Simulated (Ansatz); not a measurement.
Geometry optimisation, UKS r2SCAN-D4/def2-SVP in Ansatz.

input.yaml

```yaml
crystal:
  periodic: [false, false, false]
  atoms:
    - { symbol: Si, position_ang: [0.0, 0.0, 0.0] }
    - { symbol: H, position_ang: [0.0, 0.0, 1.71] }
    - { symbol: H, position_ang: [1.3768, 0.0, -0.4862] }
    - { symbol: H, position_ang: [-0.6877, 1.1914, -0.4862] }
    - { symbol: H, position_ang: [-0.6877, -1.1914, -0.4862] }
    - { symbol: H, position_ang: [0.0, 0.0, 2.67] }
magnetization:
  spin_polarized: true
  initial_magnetization: 1
basis:
  gaussian: { orbitals: def2-SVP }
hamiltonian:
  xc: r2scan
  dispersion: d4
relax:
  f_tol: 0.15
  max_steps: 25
  restrain:
    - { distance: [1, 5], at: 0.66, k: 30.0 }
    - { distance: [0, 1], at: 2.66, k: 30.0 }
```

Run as:

```bash
$ ansatz run input.yaml --threads 1 --pin off --max-ram 2048MiB --backend cpu --events-out ev --progress --plain --runs-dir out
```

Task: Where does it end, and by what steps?

Result: It converged. The restraints hold the end off the free minimum. After 6 steps the energy has fallen by 0.400 eV (the restraints' own energy left out); H2 moved furthest, 0.65 Å. Joined: H2–H6 (0.96 → 0.72 Å).

```json
{"step": "0", "energy less start (eV)": "0.0000", "largest force component (eV/Å)": "0.831", "accepted": "yes"}
{"step": "1", "energy less start (eV)": "-0.1114", "largest force component (eV/Å)": "1.579", "accepted": "yes"}
{"step": "2", "energy less start (eV)": "0.0569", "largest force component (eV/Å)": "5.287", "accepted": "yes"}
{"step": "3", "energy less start (eV)": "-0.2787", "largest force component (eV/Å)": "1.262", "accepted": "yes"}
{"step": "4", "energy less start (eV)": "-0.3832", "largest force component (eV/Å)": "1.604", "accepted": "yes"}
{"step": "5", "energy less start (eV)": "-0.3741", "largest force component (eV/Å)": "1.675", "accepted": "no"}
{"step": "6", "energy less start (eV)": "-0.3999", "largest force component (eV/Å)": "1.798", "accepted": "yes"}
```

```xyz
6
Properties=species:S:1:pos:R:3
Si 0.000 0.000 -0.302
H 0.000 0.000 2.364
H 1.428 0.000 -0.741
H -0.713 1.236 -0.742
H -0.713 -1.236 -0.742
H 0.000 0.000 3.084
```

The run took 16 s on 1 thread of Arm Neoverse V1 (shared host), peak memory 0.12 GiB.
